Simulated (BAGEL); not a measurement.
**RI-MP2/cc-pVTZ (density fitting with qzvpp-jkfit) run of HF (hydrogen fluoride)**

Aim: the energy change on altering one bond length of HF (hydrogen fluoride) at RI-MP2/cc-pVTZ (density fitting with qzvpp-jkfit), from 2 runs. 

The results are computed with BAGEL 1.2.2.

1 further run of the same task is left out (set aside as unsound or not needed). Runs told in other sessions of the task aren't counted.

**1. The structure to begin with**

The species is HF (2 atoms), meant as a singlet with charge 0. As SMILES, `F`. The shape is that of a PBE0-D4/def2-TZVP optimisation.

Bond lengths: F1–H2 0.920 Å.

**2. A single-point energy at RI-MP2/cc-pVTZ (density fitting with qzvpp-jkfit)**

Input file mp2.json:

```json
{ "bagel" : [

{
  "title" : "molecule",
  "basis" : "cc-pvtz.json",
  "df_basis" : "qzvpp-jkfit",
  "angstrom" : "true",
  "geometry" : [
    { "atom" : "F", "xyz" : [      -0.390000,       0.144600,      -0.196400 ] },
    { "atom" : "H", "xyz" : [       0.390000,      -0.144600,       0.196400 ] }
  ]
},

{ "title" : "hf" },

{ "title" : "mp2", "ncore" : 1 }

]}
```

The basis set cc-pVTZ is read from a file made from the Basis Set Exchange's data (not shown).

The run is started by

```sh
$ BAGEL_NUM_THREADS=1 BAGEL mp2.json > mp2.out
```

Log:

```text
* using 1 threads per process

  ===============================================================
  ===============================================================

  *** Geometry ***

  { "atom" : "F", "xyz" : [     -0.736993,      0.273254,     -0.371142 ] },
  { "atom" : "H", "xyz" : [      0.736993,     -0.273254,      0.371142 ] },

  Number of auxiliary basis functions:       95

  Since a DF basis is specified, we compute 2- and 3-index integrals:
    o Being stored without compression. Storage requirement is 0.001 GB

  Number of basis functions:       44
  Number of electrons      :       10

    * METHOD: MOLECULE                             0.02

  *** RHF ***

  === Nuclear Repulsion ===
     5.1769523111

      * DIIS with orbital gradients will be used.

  === RHF iteration (cc-pvtz.json) ===
      0        -99.90847463          0.04173145           0.00
      1       -100.00180606          0.02530398           0.00
      2       -100.05752552          0.00182174           0.00
      3       -100.05785515          0.00029793           0.00
      4       -100.05786644          0.00005449           0.00
      5       -100.05786691          0.00001081           0.00
      6       -100.05786693          0.00000090           0.00
      7       -100.05786693          0.00000018           0.00
      8       -100.05786693          0.00000006           0.00
      9       -100.05786693          0.00000001           0.00
     10       -100.05786693          0.00000000           0.00
    * SCF iteration converged.

    * Permanent dipole moment:
           (   -0.649507,     0.240817,    -0.327085) a.u.

    * METHOD: HF                                   0.05

  *** RHF ***

  === Nuclear Repulsion ===
     5.1769523111

      * DIIS with orbital gradients will be used.

  === RHF iteration (cc-pvtz.json) ===
      0       -100.05786693          0.00000000           0.00
    * SCF iteration converged.

    * Permanent dipole moment:
           (   -0.649507,     0.240817,    -0.327085) a.u.

  === DF-MP2 calculation ===

    * freezing 1 orbital
    * 3-index integral transformation done
    * assembly done

      MP2 correlation energy:   -0.2720234845      0.00

      MP2 total energy:       -100.3298904105

    * METHOD: MP2                                  0.01

  ===============================================================
```

It took 0.2 s on 1 thread of Arm Neoverse V1, shared host.

**3. The distorted shape**

Input file input.json:

```json
{ "bagel" : [

{
  "title" : "molecule",
  "basis" : "cc-pvtz.json",
  "df_basis" : "qzvpp-jkfit",
  "angstrom" : true,
  "geometry" : [
    { "atom" : "F", "xyz" : [      -0.507038,       0.187994,      -0.255339 ] },
    { "atom" : "H", "xyz" : [       0.390000,      -0.144600,       0.196400 ] }
  ]
},

{ "title" : "hf" },

{ "title" : "mp2", "ncore" : 1 }

]}
```

The basis set cc-pVTZ is read from a file made from the Basis Set Exchange's data (not shown).

The run is started by

```sh
$ BAGEL_NUM_THREADS=1 BAGEL input.json > input.out
```

Log:

```text
* using 1 threads per process

  ===============================================================
  ===============================================================

  *** Geometry ***

  { "atom" : "F", "xyz" : [     -0.958163,      0.355257,     -0.482521 ] },
  { "atom" : "H", "xyz" : [      0.736993,     -0.273254,      0.371142 ] },

  Number of auxiliary basis functions:       95

  Since a DF basis is specified, we compute 2- and 3-index integrals:
    o Being stored without compression. Storage requirement is 0.001 GB

  Number of basis functions:       44
  Number of electrons      :       10

    * METHOD: MOLECULE                             0.02

  *** RHF ***

  === Nuclear Repulsion ===
     4.5015073297

      * DIIS with orbital gradients will be used.

  === RHF iteration (cc-pvtz.json) ===
      0        -99.87032427          0.04151262           0.00
      1        -99.96234293          0.02771305           0.00
      2       -100.03451922          0.00223997           0.00
      3       -100.03516927          0.00047672           0.00
      4       -100.03520255          0.00008915           0.00
      5       -100.03520385          0.00001653           0.00
      6       -100.03520389          0.00000111           0.00
      7       -100.03520389          0.00000025           0.00
      8       -100.03520389          0.00000006           0.00
      9       -100.03520389          0.00000001           0.00
     10       -100.03520389          0.00000000           0.00
    * SCF iteration converged.

    * Permanent dipole moment:
           (   -0.739685,     0.274252,    -0.372498) a.u.

    * METHOD: HF                                   0.05

  *** RHF ***

  === Nuclear Repulsion ===
     4.5015073297

      * DIIS with orbital gradients will be used.

  === RHF iteration (cc-pvtz.json) ===
      0       -100.03520389          0.00000000           0.00
    * SCF iteration converged.

    * Permanent dipole moment:
           (   -0.739685,     0.274252,    -0.372498) a.u.

  === DF-MP2 calculation ===

    * freezing 1 orbital
    * 3-index integral transformation done
    * assembly done

      MP2 correlation energy:   -0.2785193952      0.00

      MP2 total energy:       -100.3137232864

    * METHOD: MP2                                  0.01

  ===============================================================
```

Run time: 0.2 s. Hardware: 1 thread of Arm Neoverse V1, shared host.

**4. Outcome**

At RI-MP2/cc-pVTZ (density fitting with qzvpp-jkfit), 1 core orbital frozen:

| quantity | value |
| --- | --- |
| first shape: total energy | -100.32989 Eh |
| first shape: correlation energy (1 core orbital frozen) | -272.0 mEh |
| distorted shape: total energy | -100.31372 Eh |
| distorted shape: correlation energy (1 core orbital frozen) | -278.5 mEh |
| energy change with the F1–H2 bond stretched from 0.920 to 1.058 Å | 0.440 eV |

With the F1–H2 bond stretched from 0.920 to 1.058 Å the energy rises by 0.44 eV (42.4 kJ/mol). The first shape isn't relaxed at this level, so the change isn't measured from a minimum.
